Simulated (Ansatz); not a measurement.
Write a Python script for Ansatz 0.2.0, Python API that makes a rigid scan of one bond angle of N2O, SMILES N#[N+][O-]. Level of theory (for the species named): PBE, def2-SVP basis, multiplicity 1.

```xyz
3

N    -0.5043    0.9869   -0.1655
N    -0.0067    0.0131   -0.0022
O     0.5110   -1.0000    0.1677
```

`n2o.py`:
```python
'''Energy of N2O against one bond angle.'''

import ansatz
from ase import Atoms

atoms = Atoms(['N', 'N', 'O'], positions=[
    (-0.50432, 0.98687, -0.16552),
    (-0.00666, 0.01309, -0.00218),
    (0.51098, -0.99995, 0.16769),
])

# relax first, so that the scan starts from a minimum
first = ansatz.Crystal.molecule_from_ase(atoms).calculation()
first = first.basis(gaussian='def2-SVP')
first = first.functional('pbe')
first = first.relax(force_tolerance=0.02, max_steps=80)
atoms.positions = first.run(threads=1).report['positions_ang']

rows = []
for angle in [90, 100, 110, 120, 135, 150, 165, 179]:
    bent = atoms.copy()
    bent.set_angle(2, 1, 0, angle, indices=[0])
    calc = (
        ansatz.Crystal.molecule_from_ase(bent).calculation()
        .basis(gaussian='def2-SVP')
        .functional('pbe')
    )
    rows.append((angle, calc.run(threads=1).report['free_energy_ev']))
floor = min(e for _, e in rows)
for angle, e in rows:
    print(f'angle O2-N1-N0 = {angle:3d} deg   {1000 * (e - floor):9.1f} meV')
```

```console
$ python n2o.py
angle O2-N1-N0 =  90 deg      4631.5 meV
angle O2-N1-N0 = 100 deg      4813.0 meV
angle O2-N1-N0 = 110 deg      4631.8 meV
angle O2-N1-N0 = 120 deg      3120.3 meV
angle O2-N1-N0 = 135 deg      1534.4 meV
angle O2-N1-N0 = 150 deg       615.9 meV
angle O2-N1-N0 = 165 deg       143.7 meV
angle O2-N1-N0 = 179 deg         0.0 meV
```

Notes:
- These settings explore the input space; basis and method may be short of convergence.
- The scan is rigid, and the energies are electronic, in a modest basis. The zero is the lowest point of the grid, which needn't be the minimum.
- Run time: 6.5 s on 1 thread of Arm Neoverse V2, on a shared host, peak memory 0.16 GiB.
